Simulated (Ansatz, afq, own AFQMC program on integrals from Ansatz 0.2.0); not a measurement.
# GeH$_{3}$, doublet in 6-31G, levels against full CI

```yaml
atoms:
  - { symbol: Ge, position_ang: [0.0000, 0.0000, -0.0211] }
  - { symbol: H, position_ang: [1.6467, 0.0190, 0.5087] }
  - { symbol: H, position_ang: [-0.8411, 1.4175, 0.5040] }
  - { symbol: H, position_ang: [-0.8083, -1.4362, 0.5045] }
```

Basis 6-31G. Only valence electrons are correlated. AFQMC by an in-house program on the Cholesky factors that Ansatz 0.2.0 writes for its CCSD(T) run. The CISD trial takes its coefficients from CCSD amplitudes. Released means that phaseless walkers are propagated on without the constraint, phases kept. Uncertainties: one standard error, sampling alone. No spin–orbit coupling.

Determinant: UHF, the one that the program's search chose, which needn't be the lowest solution. The geometry is a point of a scan.

Full CI on the same integrals is exact in this basis and with this determinant's frozen core.

Cautions: no relativity below Rb; no spin-orbit coupling; inner d shell frozen.

```
T1 diagnostic                               : 0.0107
weight of the determinant in the CISD state : 0.929
⟨S²⟩ of the determinant                     : 0.752
size of the correlated space                : 7 electrons in 21 orbitals
```

Task: Estimate: order these by the size of their error in total energy against full CI, smallest first.
A. CCSD(T)
B. AFQMC with the constraint released
C. CCSD
D. MP2

Result: B (0.01 ± 0.02 mEh), A (0.61 mEh), C (1.90 mEh), D (26.19 mEh).

Reference: full CI, correlation energy -2.196 eV. The released energy is read at 2.40 1/Eh (meV from the phaseless value at times in 1/Eh: -0.6 ± 1.3 at 0.24, -1.6 ± 1.1 at 0.51, -0.6 ± 0.9 at 0.99, -2.3 ± 0.6 at 1.62, -2.8 ± 0.6 at 2.40).

A walk keeps the symmetry of its determinant, which the program's search chose and which needn't be the lowest solution, so a lower state of the same spin and another symmetry isn't excluded. Released energies are given only where the last usable release times agree within the noise; a slower fall can still hide under it.
